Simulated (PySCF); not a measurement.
Isomers of C6H5Cl. Computed with PBE0-D3(BJ)/def2-SVP geometry optimisation, gas phase (PySCF). One conformer each; no zero-point energy, no entropy. No frequencies were run at this level. Point groups hold within 0.08 Å.

Question: Rank from lowest to highest electronic energy at this level (kcal/mol).
A. chlorobenzene (`Clc1ccccc1`)
B. `ClC=C1C=CC=C1`

Answer: A (0.0), B (35.9).

As drawn, the lower has an aromatic ring, which the higher lacks; the higher has a C=C bond outside aromatic rings, which the lower lacks.

| SMILES | E (Eh) | E rel (kcal/mol) | dipole (D) | point group | A, B, C (MHz) |
| --- | --- | --- | --- | --- | --- |
| Clc1ccccc1 | -691.12172 | 0.0 | 1.57 | C2v | 5682, 1575, 1233 |
| ClC=C1C=CC=C1 | -691.06456 | 35.9 | 0.77 | Cs | 7088, 1268, 1075 |

Q: How do the relative energies change in single points at CAM-B3LYP/def2-SVPD (no added dispersion term) on the same geometries?

A: 
```csv
SMILES,PBE0-D3(BJ)/def2-SVP (kcal/mol),CAM-B3LYP/def2-SVPD (kcal/mol),shift
Clc1ccccc1,0.0,0.0,0.0
ClC=C1C=CC=C1,35.9,36.6,+0.7
```

Each column counts from its own lowest isomer. The order is unchanged; the largest shift is 0.7 kcal/mol.
